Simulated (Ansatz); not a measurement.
# PSi: the cost of one run

The runs use Ansatz 0.2.0, Gaussian basis; def2-QZVPP, core rule «outside noble gas», up to 10 orbitals frozen.

To be run: UHF; ROHF; CCSD(T) on UHF.

**1. What is computed**

The geometry is a PBE0/def2-TZVP stationary point (not a proven minimum).

2 atoms, charge 0, spin multiplicity 4.

Atoms are counted from 1 here; the program's logs count them from 0.

Bond lengths: Si1–P2 2.343 Å.

**2. UHF**

Contents of in.yaml:

```yaml
crystal:
  periodic: [false, false, false]
  atoms:
    - {symbol: Si, position_ang: [0.000000, 0.000000, 0.000000]}
    - {symbol: P, position_ang: [0.000000, 0.000000, 2.343000]}
basis:
  gaussian: {orbitals: "def2-QZVPP.json"}
magnetization: {spin_polarized: true, initial_magnetization: 3}
hamiltonian: {xc: hf}
output: {orbitals: {seedname: orbitals}}
```

Command:

```sh
$ ansatz run in.yaml --threads 1 --pin off --events-out ev --progress --plain --max-ram 4096MiB --backend cpu
```

Q: Estimate wall time and peak memory on 1 thread of AMD EPYC 7R13, shared host.

About 19 s, with a peak of 0.35 GiB.
